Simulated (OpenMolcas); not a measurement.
**RI-MP2/pcseg-2 (Cholesky decomposition) run of C2H2ClF (1-chloro-2-fluoroethene)**

What is the energy difference between two shapes of C2H2ClF (1-chloro-2-fluoroethene) at RI-MP2/pcseg-2 (Cholesky decomposition)? 

The calculation is run with OpenMolcas 26.06.

2 further runs of the same task are left out: 2 that didn't finish.

## 1. Starting point

C2H2ClF has 6 atoms, charge 0, and is taken as a singlet. As SMILES, `F/C=C/Cl`. The shape is that of a GFN2-xTB optimisation.

Bond lengths: F1–C2 1.338 Å, C2–C3 1.322 Å, C3–Cl4 1.709 Å, C2–H5 1.079 Å, C3–H6 1.079 Å. Angles: F1–C2–C3 120.6°, C2–C3–Cl4 121.6°, F1–C2–H5 112.9°, C3–C2–H5 126.5°, C2–C3–H6 122.8°, Cl4–C3–H6 115.6°.

## 2. The energy at RI-MP2/pcseg-2 (Cholesky decomposition)

test.input

```
* C2H2ClF RI-MP2
>>> EXPORT MOLCAS_PRINT=2
&GATEWAY
BasLib=$CurrDir
BasisSet
F.pcseg-2....
F1 1.746810 -0.161080 0.474120 angstrom
End of Basis
BasisSet
C.pcseg-2....
C2 0.616750 -0.186650 -0.242630 angstrom
C3 -0.530040 0.188270 0.297240 angstrom
End of Basis
BasisSet
Cl.pcseg-2....
Cl4 -1.988630 0.166630 -0.593510 angstrom
End of Basis
BasisSet
H.pcseg-2....
H5 0.768360 -0.532950 -1.253600 angstrom
H6 -0.613250 0.525780 1.318380 angstrom
End of Basis
&SEWARD
Medium
&SCF
PrOrbitals=0
&MBPT2
Frozen=8
```

The basis set pcseg-2 is read from a file made from the Basis Set Exchange's data (not shown).

Run with:

```sh
$ export MOLCAS_MEM=1860
$ pymolcas test.input > test.log
```

Standard output (excerpt; [...] marks lines left out):

```text
--- Start Module: gateway ---
[...]
--- Stop Module: gateway /rc=_RC_ALL_IS_WELL_ ---
[...]
      Basis functions          152
[...]
--- Start Module: scf ---
[...]
       Convergence after  12 Iterations
[...]
::    Total SCF energy                               -635.8762144892
[...]
      Total spin, S                                     0.0000000000
[...]
      Total electronic charge=   40.000000
      Total            charge=   -0.000000
[...]
      Dipole Moment (debye):
      Origin of the operator (angstrom)=   -0.4396    0.0347   -0.1379
                   X=  4.5443E-03               Y= -7.0490E-02               Z= -2.2017E-01           Total=  2.3122E-01
      Quadrupole Moment (debye*angstrom):
[...]
--- Stop Module: scf /rc=_RC_ALL_IS_WELL_ ---
[...]
--- Start Module: mbpt2 ---
[...]
WARNING!
Default frozen orbitals as non valence orbitals is overwritten by user input.
Default values:   8
[...]
       Reference weight ( Cref**2 )         =        0.82533
::    Total MBPT2 energy                             -636.6093354240
[...]
--- Stop Module: mbpt2 /rc=_RC_ALL_IS_WELL_ ---
[...]
```

It took 20 s on 1 thread of Arm Neoverse V2, shared host; peak memory 0.25 GiB.

## 3. The distorted shape at the same level

test.input

```
&gateway
 baslib = $CurrDir
 basisset
 F.pcseg-2....
 F1 1.705518 -0.313063 0.462405 angstrom
 End of Basis
 basisset
 C.pcseg-2....
 C2 0.688674 -0.156832 -0.468612 angstrom
 C3 -0.499983 0.090913 0.290085 angstrom
 End of Basis
 basisset
 Cl.pcseg-2....
 Cl4 -2.096809 0.129397 -0.519275 angstrom
 End of Basis
 basisset
 H.pcseg-2....
 H5 0.854277 -0.396678 -1.294109 angstrom
 H6 -0.694133 0.712315 1.475984 angstrom
 End of Basis

&seward
 medium

&scf
 prorbitals = 0

&mbpt2
 frozen = 8
```

The basis set pcseg-2 is read from a file made from the Basis Set Exchange's data (not shown).

Run with:

```sh
$ export MOLCAS_MEM=1860
$ pymolcas test.input > test.log
```

Standard output (excerpt; [...] marks lines left out):

```text
--- Start Module: gateway ---
[...]
--- Stop Module: gateway /rc=_RC_ALL_IS_WELL_ ---
[...]
      Basis functions          152
[...]
--- Start Module: scf ---
[...]
       Convergence after  12 Iterations
[...]
::    Total SCF energy                               -635.7580059889
[...]
      Total spin, S                                     0.0000000000
[...]
      Total electronic charge=   40.000000
      Total            charge=   -0.000000
[...]
      Dipole Moment (debye):
      Origin of the operator (angstrom)=   -0.4813   -0.0237   -0.1417
                   X=  1.8765E-01               Y=  3.4374E-01               Z= -4.5482E-01           Total=  6.0019E-01
      Quadrupole Moment (debye*angstrom):
[...]
--- Stop Module: scf /rc=_RC_ALL_IS_WELL_ ---
[...]
--- Start Module: mbpt2 ---
[...]
WARNING!
Default frozen orbitals as non valence orbitals is overwritten by user input.
Default values:   8
[...]
       Reference weight ( Cref**2 )         =        0.81296
::    Total MBPT2 energy                             -636.5043191663
[...]
--- Stop Module: mbpt2 /rc=_RC_ALL_IS_WELL_ ---
[...]
```

Wall time 21 s (1 thread of Arm Neoverse V2, shared host); peak memory 0.25 GiB.

## 4. Results

At RI-MP2/pcseg-2 (Cholesky decomposition), 8 core orbitals frozen:

| quantity | value |
| --- | --- |
| first shape: total energy | -636.60934 Eh |
| first shape: dipole moment (mean-field density) | 0.23 D |
| first shape: HOMO energy (Hartree–Fock orbitals) | -10.23 eV |
| first shape: LUMO energy (Hartree–Fock orbitals) | 3.11 eV |
| first shape: HOMO–LUMO gap (Hartree–Fock orbitals) | 13.33 eV |
| first shape: correlation energy (8 core orbitals frozen) | -733.1 mEh |
| distorted shape: total energy | -636.50432 Eh |
| distorted shape: dipole moment (mean-field density) | 0.60 D |
| distorted shape: HOMO energy (Hartree–Fock orbitals) | -9.99 eV |
| distorted shape: LUMO energy (Hartree–Fock orbitals) | 2.04 eV |
| distorted shape: HOMO–LUMO gap (Hartree–Fock orbitals) | 12.03 eV |
| distorted shape: correlation energy (8 core orbitals frozen) | -746.3 mEh |
| energy change with the atoms displaced | 2.858 eV |

**Reading.** With the atoms displaced the energy rises by 2.86 eV (276 kJ/mol). The first shape isn't relaxed at this level, so the change isn't measured from a minimum.
